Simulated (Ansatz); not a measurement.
Ideal-gas functions of CH4N2S, SMILES `N=C(N)S` at 600 K and 1 bar, from an Ansatz frequency run at PBE0-D4/def2-TZVP.

Molar mass 76.12 g/mol, point group C1 (symmetry number 1), electronic degeneracy 1, moments of inertia 47.943, 100.268, 146.835 u Å². Harmonic wavenumbers (cm⁻¹, unscaled): 233, 357, 416, 450, 544, 656, 677, 821, 907, 1113, 1151, 1355, 1617, 1731, 2706, 3562, 3579, 3701.

Use S(trans) = R[1.5 ln M + 2.5 ln T − 1.1517]; rotational temperatures θ = 24.2544 K / I; S(rot) = R[ln(√π/σ · √(T³/θAθBθC)) + 1.5]; for each mode x = 1.438777 ν̃/T, S = R[x/(eˣ − 1) − ln(1 − e⁻ˣ)] and H = RT x/(eˣ − 1); 1 cm⁻¹ = 0.0119627 kJ/mol; R = 8.31446 J/(mol·K).

Question: By hand: the entropy, in J/(mol·K).

Answer: Translation 177.4. Rotation: θ = 0.5059, 0.2419, 0.1652 K, giving 113.2. Vibration, mode by mode: 13.26, 9.86, 8.67, 8.07, 6.67, 5.36, 5.14, 3.91, 3.32, 2.25, 2.09, 1.42, 0.86, 0.68, 0.09, 0.02, 0.01, 0.01, in all 71.7. Electronic 0.0. Sum 362.3 J/(mol·K).

Question: By hand: H − E and G − E in kJ/mol, counted from the electronic energy.

Answer: Zero-point energy ½ × 25576 × 0.0119627 = 153.0; thermal vibration 25.4; translation, rotation and pV give 4 RT = 20.0. H − E = 198.4 kJ/mol, and G − E = 198.4 − 600 × 362.3/1000 = -19.0 kJ/mol.

Vibration gives 20 % of the entropy. The sum counts one conformer and one mirror image; others add a mixing term.
